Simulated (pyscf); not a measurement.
## Routes from H₃C–SnH₂• (SMILES [CH3][SnH2]) + CH₄ (SMILES C)

Candidate steps break at most two bonds and form at most two. Each was searched with GFN2-xTB (tblite) first. Optimised with ωB97X-D3(BJ)/def2-SVP in PySCF. Energies: ωB97M-D3(BJ)/def2-TZVP, eV, from the separated reactants, doublet surface; ΔG‡ with ideal gas, 1 atm, RRHO with modes under 100 cm⁻¹ raised to 100, one conformer, R ln 2 for chiral ones without a mode under 150 cm⁻¹.

| products | type | ΔE‡ | ΔE | ΔG‡ 298 K | ΔG‡ 900 K | ν‡ (cm⁻¹) |
|---|---|---|---|---|---|---|
| H₃C–SnH₃ + CH₃• | hydrogen abstraction | 1.58 | +1.43 | 1.76 | 2.41 | 363i |
| H₃C–SnH₂• + CH₄ | concerted two-bond exchange | 2.47 | 0.00 | 2.60 | 3.13 | 1832i |

Plain bond fissions and candidates not yet searched are not listed, and one of them may be faster. Each barrier is that of the saddle found; lower ones may exist. Elements past Kr carry the def2 core potentials, without spin-orbit coupling.
